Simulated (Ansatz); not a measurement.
Born–Oppenheimer molecular dynamics of CH$_{7}$Si (9 atoms, charge 0, multiplicity 2). It starts at the highest image of a converged band. Of that band: A vibrational analysis at the climbing image gives one clearly imaginary mode, 321i cm⁻¹, and a faint second one (26i cm⁻¹) that may be numerical noise or a soft torsion: probably a first-order saddle point.

Theory: Ansatz, UKS PBE/def2-SVP.

```yaml
ensemble: NVE (velocity Verlet)
time_step: 0.5 fs
steps_asked: 200
starting_velocities_drawn_for: 300 K
seed: 11672
```

First frame:

```xyz
9
Properties=species:S:1:pos:R:3
Si 0.000 0.000 -0.019
H 0.000 0.000 1.559
H 1.417 -0.001 -0.528
H -0.707 1.227 -0.529
H -0.709 -1.226 -0.529
C 0.000 0.000 3.345
H -0.586 -0.915 3.515
H 1.086 -0.050 3.515
H -0.499 0.965 3.515
```

Task: How far do the bonds stretch over the last three quarters of this one trajectory? (Pairs bonded in most of those frames.)

Result: 
```tsv
bond	mean (Å)	spread (Å)	shortest	longest
Si1–H2	1.514	0.038	1.45	1.58
Si1–H3	1.504	0.009	1.49	1.52
Si1–H4	1.505	0.017	1.48	1.53
Si1–H5	1.505	0.012	1.49	1.52
C6–H7	1.101	0.020	1.07	1.13
C6–H8	1.101	0.008	1.08	1.12
C6–H9	1.103	0.033	1.05	1.15
```

Mean temperature of the second half: 228 K. The conserved energy stayed within 0.2 meV per atom of its start (net change 0.12 meV per atom), so the integration is sound. A run of 0.1 ps of so small a system gives no equilibrium averages.

Run time: 3.2 min on 2 threads of Arm Neoverse V2 (shared host), peak memory 0.13 GiB.
